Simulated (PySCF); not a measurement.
# NO: the cost of one run

The runs use PySCF 2.14.0; method and basis as typed in the scripts.

5 further runs of the same task are left out: 5 that didn't finish.

## (1) The starting structure

NO: 2 atoms, charge 0, spin multiplicity 2.

Bond lengths: N1–O2 1.129 Å.

## (2) The run that the others are compared with

input.py

```python
from pyscf import gto, dft
from pyscf.geomopt.geometric_solver import optimize

mol = gto.M(
    atom='N 0 0 0; O 0 0 1.129',
    basis='cc-pvtz',
    charge=0,
    spin=1,
    verbose=4,
)
mf = dft.ROKS(mol, xc='tpss')
mf.kernel()
g = mf.nuc_grad_method()
g.grid_response = True
mol_eq = optimize(g.as_scanner(), maxsteps=30)
print('optimised geometry (angstrom)')
print(mol_eq.tostring('raw'))
print('orbital energies (hartree):', mf.mo_energy[..., max(0, mol.nelec[1]-3):mol.nelec[0]+3].round(4))
```

On the command line:

```console
OMP_NUM_THREADS=1 python input.py
```

What time and memory should one allow on 1 thread of Intel Xeon 6975P-C, shared host?

About 22 s, with a peak of 0.28 GiB.
